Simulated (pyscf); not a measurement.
H₂N–SiH₂–F + SiH₄ → H₂N–SiH₃ + F–SiH₃ (four-centre exchange; singlet surface; F–Si, H–Si broken, H–Si, F–Si formed). Optimised with ωB97X-D3(BJ)/def2-SVP in PySCF. Rate constants from transition-state theory, ωB97M-D3(BJ)/def2-TZVP energies (ideal gas, 1 atm, RRHO with modes under 100 cm⁻¹ raised to 100, one conformer, R ln 2 for chiral ones without a mode under 150 cm⁻¹; no tunnelling), k in cm³ molecule⁻¹ s⁻¹.

```tsv
T (K)	1000/T	log10 k
298	3.354	-42.79
600	1.667	-27.85
900	1.111	?
1200	0.833	-20.08
```

Q: Fit an Arrhenius line to the three values, give the activation energy, and predict k at 900 K.

A: Least squares gives log10 k = -12.70 − 8.99 × 1000/T, so Ea = 8.99 × ln 10 × 1.987 = 41.1 kcal/mol, against an electronic barrier of 37.6. At 900 K the line gives -22.69; the computed value is -22.74 (ΔG‡ = 70.4 kcal/mol), close to the line. Another saddle between the same species, by other bonds, lies lower (26.4 kcal/mol against 37.6 kcal/mol at ωB97M-D3(BJ)/def2-TZVP).
